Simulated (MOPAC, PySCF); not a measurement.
Protons, H atoms and electrons added to or taken from [SiH3][SiH3]. All species are isolated molecules in the gas phase. Strings in code marks are SMILES.

Quantity: vertical ionisation energy (energy after one electron is removed minus that of the parent at the parent's geometry), in eV.

Level 1: ωB97X-D3(BJ)/def2-TZVP // PBE0-D3(BJ)/def2-TZVP (PySCF)
Level 2: PBE/6-31G* // PBE0-D3(BJ)/def2-TZVP (PySCF)
Level 3: minus the HOMO energy of PM7 // PBE0-D3(BJ)/def2-TZVP (MOPAC)
Level 4: HF/6-31G* // PBE0-D3(BJ)/def2-TZVP (PySCF)

```csv
species,level 1,level 2,level 3,level 4
`[SiH3][SiH3]`,10.69,10.36,10.68,9.90
```
